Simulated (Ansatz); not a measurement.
This geometry of BFH2 + H2O (7 atoms, charge 0, multiplicity 1) is a first-order saddle point.

Theory: Ansatz, RHF/def2-SVPD.

```xyz
7
Properties=species:S:1:pos:R:3
B 0.049 -0.252 -0.073
F -0.018 0.073 1.566
H 1.087 0.187 -0.464
H -0.997 0.069 -0.557
O 0.119 -1.686 0.382
H -0.643 -2.207 0.182
H 0.045 -1.038 1.409
```

Task: Which two structures does it join? (They come from a converged band through this point; their orientation in space is the band's.)

Result: Bonds broken: B1–F2, O5–H7. Bonds formed: B1–O5, F2–H7. BFH2 + H2O becomes BH3O + FH.

First end point:

```xyz
7
Properties=species:S:1:pos:R:3
B 0.020 0.276 0.012
F -0.151 0.675 1.275
H 1.129 0.296 -0.432
H -0.954 0.181 -0.677
O 0.069 -1.911 0.501
H -0.748 -2.360 0.350
H 0.276 -2.011 1.417
```

Last end point:

```xyz
7
Properties=species:S:1:pos:R:3
B -0.120 -0.236 -0.711
F 0.651 -0.998 2.910
H 0.595 0.705 -0.537
H -0.666 -0.450 -1.756
O -0.306 -1.081 0.330
H -0.878 -1.813 0.161
H 0.367 -0.980 2.047
```

Task: How far does it lie above each of them?

Result: 31.1 kcal/mol above the first and 33.2 kcal/mol above the second. This is the barrier of this one path; another mechanism may lie lower. The orbitals stay closed-shell, which can raise the energy where a bond breaks towards radicals; this wasn't checked here.

The run took 83 s on 1 thread of Arm Neoverse V2, on a shared host, peak memory 0.14 GiB.
